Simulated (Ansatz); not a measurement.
## fcc Al

Method: PBEsol (Ansatz, an electronic-structure program, PAW).

Numerical settings: plane-wave cutoff 500 eV, 14×20×1 k mesh (along the axes of the cell as run), Fermi–Dirac smearing 0.1 eV, scalar-relativistic PAW data made under PBE.

Cell: relaxed at this level.

* **surface energy of the (110) face**: 1.16 J/m²
* **work function of the (110) face**: 4.08 eV

The slab of 12 atoms is relaxed and unreconstructed.

Computed values are for the static lattice.
